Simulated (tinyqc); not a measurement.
Worked calculation: Born-Oppenheimer dynamics on the RHF/sto-3g surface (energies and gradients from PySCF), for H2O, spin multiplicity 1. Computed by tinyqc, a small Python program that keeps every step (integrals from PySCF). Settings: charge = 0, multiplicity = 1, basis = sto-3g, time step (fs) = 0.5, steps = 24. Command: `OMP_NUM_THREADS=1 python tinyqc.py 23752 23753 out.jsonl` (the two numbers bound the seeds that draw the settings). One thread of a shared host (Intel(R) Xeon(R) Processor @ 2.60GHz), about 1 s of CPU time with the checks.

positions (bohr), order 1O, 2H, 3H:
$$\begin{pmatrix}
0.04535 & 0.03968 & -0.04535 \\
-0.01890 & 1.37383 & 1.25100 \\
-0.04157 & -1.31147 & 1.27745
\end{pmatrix}$$

The total energy should stay constant up to terms of order dt^2; the step counts as short enough if it moves by less than 2 % of the largest kinetic energy.

Trajectory:
```
time (fs)  1O-2H (angstrom)  potential (hartree)  kinetic (hartree)  total (hartree)
0.00000             0.98498          -74.9622287          0.0005201      -74.9617086
0.50000             0.98793          -74.9620718          0.0003645      -74.9617073
1.00000             0.99188          -74.9622453          0.0005351      -74.9617101
1.50000             0.99620          -74.9627051          0.0009892      -74.9617159
2.00000             1.00019          -74.9633598          0.0016365      -74.9617233
2.50000             1.00320          -74.9640926          0.0023617      -74.9617309
3.00000             1.00471          -74.9647827          0.0030452      -74.9617374
3.50000             1.00440          -74.9653254          0.0035834      -74.9617420
4.00000             1.00220          -74.9656461          0.0039018      -74.9617443
4.50000             0.99831          -74.9657047          0.0039600      -74.9617446
5.00000             0.99316          -74.9654927          0.0037496      -74.9617431
5.50000             0.98740          -74.9650310          0.0032915      -74.9617395
6.00000             0.98181          -74.9643750          0.0026417      -74.9617333
6.50000             0.97718          -74.9636232          0.0018986      -74.9617246
7.00000             0.97420          -74.9629114          0.0011959      -74.9617154
7.50000             0.97332          -74.9623822          0.0006734      -74.9617088
8.00000             0.97463          -74.9621397          0.0004330      -74.9617067
8.50000             0.97792          -74.9622166          0.0005072      -74.9617094
9.00000             0.98262          -74.9625728          0.0008579      -74.9617149
9.50000             0.98799          -74.9631218          0.0014006      -74.9617212
10.00000            0.99322          -74.9637651          0.0020384      -74.9617267
10.50000            0.99756          -74.9644148          0.0026836      -74.9617312
11.00000            1.00042          -74.9649984          0.0032630      -74.9617354
11.50000            1.00150          -74.9654510          0.0037114      -74.9617396
12.00000            1.00073          -74.9657073          0.0039636      -74.9617437
```

Is the time step short enough?

Yes. The total energy moves within 3.8e-05 hartree, under 2 % of the largest kinetic energy.
